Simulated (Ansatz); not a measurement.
We consider bcc Mo, described by LDA (Ansatz, a first-principles code, PAW).

Numerical settings: plane-wave cutoff 520 eV, 28×28×28 k mesh, Fermi–Dirac smearing 0.088 eV (set by the program), no spin polarisation, scalar-relativistic PAW data made under PBE.

Cell (relaxed at this level):

Space group Im-3m (No. 229); a = 3.111 Å, b = 3.111 Å, c = 3.111 Å, α = 90.00°, β = 90.00°, γ = 90.00°

```
atom  site  symmetry       x       y       z
----  ----  --------  ------  ------  ------
Mo      2a      m-3m  0.0000  0.0000  0.0000
```
(The calculation used a cell of 1 atom; values per cell refer to that cell.)

### Question
What does this level give for the elastic constant C12, Voigt–Reuss–Hill shear modulus (Hill average), elastic constant C11, Poisson ratio and elastic constant C44?

### Answer

- elastic constant C12: 184 GPa
- Voigt–Reuss–Hill shear modulus (Hill average): 125 GPa
- elastic constant C11: 509 GPa
- Poisson ratio: 0.312
- elastic constant C44: 105 GPa

Measured, for comparison: elastic constant C12 160 GPa, elastic constant C11 478 GPa, elastic constant C44 112 GPa (0 K, 300 K values taken to 0 K by the source's computed thermal shift; zero-point effects included; as tabulated in Gong and Corso (2024), arXiv:2406.16634). Computed (rounded) less measured: elastic constant C12 +15 %, elastic constant C11 +6 %, elastic constant C44 -6 %.

Note: shear constants of such metals converge slowly with the k mesh.

Elastic constants are with the ions relaxed.

The result took roughly 4 core-minutes.
